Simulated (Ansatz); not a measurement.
Si2, SMILES `[Si]=[Si]` (lower triplet) (charge 0, multiplicity 3). The linear singlet lies higher and needs more than one determinant, so no gap is given.

Level of theory: Ansatz (an electronic-structure program) with CAM-B3LYP/cc-pVTZ // B3LYP-D3(BJ)/def2-TZVP.

Ansatz 0.2 input:
```yaml
crystal:
  periodic: [false, false, false]
  atoms:
    - { symbol: Si, position_ang: [1.134241, -0.000006, -0.000004] }
    - { symbol: Si, position_ang: [-1.134241, 0.000006, 0.000004] }
basis:
  gaussian: { orbitals: cc-pVTZ }
hamiltonian:
  xc: cam_b3lyp
magnetization:
  spin_polarized: true
  initial_magnetization: 2
```

Output:

```
Functional definition: CAM-B3LYP
568 factors; their error is unknown
126 factors; integrals over basis functions are off by at most 3.9e-5 eV
mean field evaluation 1: about -15751.3350 eV, gradient 5.2e0 eV
mean field evaluation 2: about -15751.5480 eV, gradient 2.7e0 eV
mean field evaluation 4: about -15751.6121 eV, gradient 1.2e-1 eV
mean field evaluation 8: about -15751.6537 eV, gradient 6.1e-3 eV
mean field evaluation 16: about -15751.6537 eV, gradient 1.2e-5 eV
mean field evaluation 32: about -15751.9995 eV, gradient 9.4e-6 eV
mean field -15751.99950355 eV, -578.8753046666 hartree, gradient 3.0e-6 eV, S^2 2.004863; 3 other end points of the search recorded, 0 dependent functions left out
reference -15751.99958426 eV, -578.8753076326 hartree; 15, 13 occupied and 53, 55 virtual orbitals, 568 factors
Total energy: -15751.99958426 eV, -578.8753076326 hartree
```
